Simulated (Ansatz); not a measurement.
# CH2Si (singlet): the correlation ladder at distance Si1–C2 = 1.702 Å, cc-pVTZ

One table from this session's results is given with a row withheld; the runs are named, their logs left out.

Program: Ansatz 0.2.0, Gaussian basis. Level of theory: cc-pVTZ, core rule «outside noble gas», up to 6 orbitals frozen. These are calculated values, not measurements.

The runs, in order: UHF; CCSD(T) on RHF; CCSD(T) on UHF; BCCD(T) on RHF; CCSDT(Q) on RHF; CCSDT(Q) on UHF; CASSCF and NEVPT2, 2 electrons in 2 orbitals; CASSCF and NEVPT2, 10 electrons in 10 orbitals.

## The geometry

The geometry derives from a PBE0/def2-TZVP stationary point (not a proven minimum). One bond is set to the value named and the two fragments are kept rigid.

4 atoms, charge 0, spin multiplicity 1.

Atoms are counted from 1 here; the program's logs count them from 0.

Bond lengths: Si1–C2 1.702 Å, C2–H3 1.090 Å, C2–H4 1.090 Å. Angles: Si1–C2–H3 123.5°, Si1–C2–H4 123.5°, H3–C2–H4 113.0°.

The first run:

File in.yaml:

```yaml
crystal:
  periodic: [false, false, false]
  atoms:
    - {symbol: Si, position_ang: [0.000000, 0.000000, 0.595671]}
    - {symbol: C, position_ang: [0.000000, 0.000000, -1.106259]}
    - {symbol: H, position_ang: [0.000000, -0.909276, -1.707827]}
    - {symbol: H, position_ang: [0.000000, 0.909276, -1.707827]}
basis:
  gaussian: {orbitals: cc-pVTZ}
magnetization: {spin_polarized: true, initial_magnetization: 0}
hamiltonian: {xc: hf}
output: {orbitals: {seedname: orbitals}}
```

Launch:

```console
ansatz run in.yaml --threads 1 --pin off --events-out ev --progress --plain --max-ram 2816MiB --backend cpu
```

Among the steps run: UHF; CCSD(T) on RHF; CCSD(T) on UHF; BCCD(T) on RHF; CCSDT(Q) on RHF; CCSDT(Q) on UHF; CASSCF and NEVPT2, 2 electrons in 2 orbitals; CASSCF and NEVPT2, 10 electrons in 10 orbitals.

One of the session's tables, all rows but one given; the rest of the session is left out.

```
        method  from RCCSDT(Q) (kcal/mol)
           RHF                    +190.29
           UHF                    +189.39
          RMP2                     +26.04
          UMP2                     +33.38
         RCCSD                     +10.17
         UCCSD                     +10.50
      RCCSD(T)                      +1.19
      UCCSD(T)                      +1.58
       BCCD(T)                      +1.14
        RCCSDT                      +0.66
        UCCSDT                      +0.70
     RCCSDT(Q)                          0
     UCCSDT(Q)                      -0.01
   CASSCF pair                    +175.37
   NEVPT2 pair                     +24.79
CASSCF valence                          ?
NEVPT2 valence                     +28.87
```

Q: Estimate the row for CASSCF valence from the others.

As computed: from RCCSDT(Q) (kcal/mol): +116.85. In the column «from RCCSDT(Q) (kcal/mol)» it lies between UMP2 (+33.38) and CASSCF pair (+175.37).

Limits of these values: Restricted and unrestricted rows rest on different reference determinants; a gap between their highest levels can come from leftover correlation error, from unlike frozen cores or from another state.
